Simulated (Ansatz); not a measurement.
# CH₂LiN (SMILES [Li][N]=C): functionals against CCSD(T) at one geometry

One table from this session's results is given with a row withheld; the runs are named, their logs left out.

The runs use Ansatz 0.2.0, Gaussian basis; single points in def2-TZVPP.

Correlated methods freeze the cores. The outer core shell of Li, Na, Mg and K is correlated.

**Where the work starts**

SMILES `[Li][N]=C`, 5 atoms, charge 0, spin multiplicity 1.

Atoms are counted from 1 here; the program's logs count them from 0.

Bond lengths: Li1–N2 1.729 Å, N2–C3 1.240 Å, C3–H4 1.159 Å, C3–H5 1.153 Å. Angles: Li1–N2–C3 176.8°, N2–C3–H4 126.0°, N2–C3–H5 123.6°, H4–C3–H5 110.2°.

Geometry (Å):

```xyz
5
CH2LiN
Li   -2.24273    0.41221   -0.65494
N    -0.60634    0.09135   -0.19900
C     0.55946   -0.09453    0.18196
H     1.05722   -1.12322    0.37594
H     1.33263    0.75120    0.30826
```

The first run:

run/in.yaml reads:

```yaml
crystal:
  periodic: [false, false, false]
  atoms:
    - {symbol: Li, position_ang: [-2.242730, 0.412209, -0.654945]}
    - {symbol: N, position_ang: [-0.606344, 0.091352, -0.198999]}
    - {symbol: C, position_ang: [0.559457, -0.094528, 0.181959]}
    - {symbol: H, position_ang: [1.057218, -1.123218, 0.375944]}
    - {symbol: H, position_ang: [1.332633, 0.751200, 0.308256]}
basis:
  gaussian: {orbitals: def2-TZVPP}
hamiltonian: {xc: pbe, dispersion: d4}
output: {forces: true}
```

Launch:

```console
> ansatz run in.yaml --threads 2 --pin off --events-out ev --progress --plain --max-ram 3481MiB
```

Steps of the session up to this table: PBE-D4/def2-TZVPP; r2SCAN-D4/def2-TZVPP; PBE0-D4/def2-TZVPP; wB97M-V/def2-TZVPP; CCSD(T)/def2-TZVPP.

One table of the session follows, with a row left open; its other results are not shown here.

| method | RMS force component (eV/Å) | angle to CCSD(T) forces (°) | dipole (D) |
| --- | --- | --- | --- |
| PBE-D4 | 0.558 | 4.4 | 5.22 |
| r2SCAN-D4 | 0.496 | 20.3 | 5.46 |
| PBE0-D4 | 0.516 | 25.8 | 5.40 |
| wB97M-V | ? | ? | ? |
| CCSD(T) | 0.778 | reference | 5.57 |

Estimate the missing values for wB97M-V.

As computed: RMS force component (eV/Å): 0.572; angle to CCSD(T) forces (°): 23.7; dipole (D): 5.42. In the column «RMS force component (eV/Å)» it lies between PBE-D4 (0.558) and CCSD(T) (0.778).
